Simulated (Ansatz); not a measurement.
Ansatz (a program for electronic structure) input (B3LYP/LANL2DZ): The .json file is the Basis Set Exchange's LANL2DZ.

Ansatz 0.2 input:
```yaml
crystal:
  periodic: [false, false, false]
  atoms:
    - {symbol: C, position_ang: [0.04971801, 0.58373572, -0.00114401]}
    - {symbol: O, position_ang: [0.07409359, -0.58783396, -0.00094961]}
    - {symbol: H, position_ang: [-0.89105678, 1.20025732, 0.01446098]}
basis:
  gaussian:
    orbitals: LANL2DZ.json
hamiltonian:
  xc: {name: B3LYP}
magnetization: {spin_polarized: true, initial_magnetization: 1}
relax: {f_tol: 0.003, max_steps: 120}
```

From the last part of the output:

```
reference -3097.46857059 eV, -113.8298704296 hartree; 8, 7 occupied and 12, 13 virtual orbitals, 320 factors
relax step   3: F+E_penalty+E_count = -3097.46842684 eV  Δ(F+E_penalty+E_count) = -1.918e-3 eV  max|allowed force component| = 7.610e-2 eV/Å  Δτ_max = 0.0045 Å  (31 SCF iters, accepted)
these checks for a lower state are left out or cut short: starts, cluster_reference, orbital_swaps, neighbouring_geometries, increment
integrals: 0.00 GiB planned
320 factors; integrals over basis functions are off by at most 3.5e-4 eV
mean field: 0.07 GiB planned
mean field evaluation 32: about -3097.4682 eV, gradient 1.7e-1 eV
mean field -3097.46842928 eV, -113.8298652365 hartree, gradient 1.3e-5 eV, S^2 0.752506; 0 other end points of the search recorded, 0 dependent functions left out
the calculation of the forces begins
reference -3097.46857307 eV, -113.8298705207 hartree; 8, 7 occupied and 12, 13 virtual orbitals, 320 factors
relax step   4: F+E_penalty+E_count = -3097.46842928 eV  Δ(F+E_penalty+E_count) = -2.434e-6 eV  max|allowed force component| = 1.480e-1 eV/Å  Δτ_max = 0.0029 Å  (25 SCF iters, accepted)
these checks for a lower state are left out or cut short: starts, cluster_reference, orbital_swaps, neighbouring_geometries, increment
integrals: 0.00 GiB planned
320 factors; integrals over basis functions are off by at most 3.6e-4 eV
mean field: 0.07 GiB planned
mean field -3097.46855442 eV, -113.8298698353 hartree, gradient 1.8e-5 eV, S^2 0.752514; 0 other end points of the search recorded, 0 dependent functions left out
the calculation of the forces begins
reference -3097.46869826 eV, -113.8298751213 hartree; 8, 7 occupied and 12, 13 virtual orbitals, 320 factors
relax step   5: F+E_penalty+E_count = -3097.46855442 eV  Δ(F+E_penalty+E_count) = -1.251e-4 eV  max|allowed force component| = 2.231e-3 eV/Å  Δτ_max = 0.0011 Å  (23 SCF iters, accepted)
integrals: 0.00 GiB planned
320 factors; integrals over basis functions are off by at most 3.6e-4 eV
mean field: 0.07 GiB planned
mean field -3097.46855442 eV, -113.8298698353 hartree, gradient 1.8e-5 eV, S^2 0.752514; 1 other end points of the search recorded, 0 dependent functions left out
the calculation of the forces begins
reference -3097.46869826 eV, -113.8298751213 hartree; 8, 7 occupied and 12, 13 virtual orbitals, 320 factors
Total energy: -3097.46869826 eV, -113.8298751213 hartree
Atom 0 at     0.036716     0.594667    -0.000930 Å, force     0.001079    -0.001093    -0.000018 eV/Å
Atom 1 at     0.089113    -0.617919    -0.001188 Å, force     0.000794    -0.001138    -0.000013 eV/Å
Atom 2 at    -0.893074     1.219412     0.014485 Å, force    -0.001873     0.002231     0.000031 eV/Å
Dipole moment:    -0.276776     0.331815     0.004513 e Å
```
